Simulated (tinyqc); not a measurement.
Worked calculation: geometry optimisation on the UHF/sto-3g surface (energies and gradients from PySCF), for CH, spin multiplicity 4. One step of it, computed by the program tinyqc.

Question. Step 1: move. Quasi-Newton step p = -H^(-1) g (first H = 1 times the unit matrix); steps longer than 0.1 bohr are cut back.

positions at the start (bohr):
```
           x         y         z
1C  0.000000  0.000000  0.000000
2H  0.000000  0.000000  1.987992
```

gradient (hartree/bohr):
```
             x           y            z
1C  0.00000000  0.00000000   0.02450131
2H  0.00000000  0.00000000  -0.02450131
```

Give: positions after step 1.

Answer.

positions after step 1 (bohr):
```
         x       y        z
1C  0.0000  0.0000  -0.0245
2H  0.0000  0.0000   2.0125
```
